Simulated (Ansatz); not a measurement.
`NC1=C(O)C1` + H₂ → `OC1=CC1` + NH₃ at 298.15 K and 1 bar (hydrogenolysis of a C–N bond).

Computed with Ansatz on PBE0-D4/def2-TZVP structures; ΔE is electronic, products minus reactants. CCSD(T)/CBS is the MP2 limit (def2-TZVPP, def2-QZVPP) plus CCSD(T) − MP2 in def2-TZVPP, frozen cores. This one scheme is used for every species. Each species was taken in one conformer, which may not be the lowest.

```csv
species,CCSD(T)/CBS energy (Eh),H − E (kJ/mol),S (J/(mol·K))
`NC1=C(O)C1`,-246.93223,225.5,310.0
H₂,-1.17544,35.1,130.4
`OC1=CC1`,-191.62882,175.7,274.3
NH₃,-56.50880,100.5,192.4
```

H − E and S are ideal-gas, rigid-rotor, harmonic terms from PBE0-D4/def2-TZVP, for one conformer and one mirror image of each species. The MP2-based limit puts H₂ 0.8 mEh under its directly extrapolated value; such offsets cancel only in part. 1 Eh = 2625.50 kJ/mol, R = 8.31446 J/(mol·K).

**Question.** By hand: ΔE, ΔH, ΔS and ΔG.

**Answer.** ΔE = (-191.62882) + (-56.50880) − (-246.93223) − (-1.17544) = -0.02995 Eh = -78.6 kJ/mol. Δ(H − E) = 175.7 + 100.5 − 225.5 − 35.1 = 15.6, so ΔH = -63.0 kJ/mol. ΔS = 274.3 + 192.4 − 310.0 − 130.4 = 26.3 J/(mol·K). ΔG = -63.0 − 298.15 × (26.3)/1000 = -70.8 kJ/mol.

**Question.** By hand: the equilibrium constant, and the temperature at which ΔG would vanish if ΔH and ΔS stayed fixed.

**Answer.** log₁₀ K = −ΔG/(RT ln 10) = 12.4. ΔH and −TΔS have one sign here, so there is no such temperature.

ΔH outweighs TΔS. A doubt of 5 kJ/mol in ΔE shifts log₁₀ K by 0.9 here. Other conformers and mirror images would add mixing entropy, several J/(mol·K) or more a flexible species. These are equilibria of isolated gas molecules and say nothing of rates. Largest T1 diagnostic: 0.012 (customary marks: 0.02 for closed shells, 0.045 for open ones).
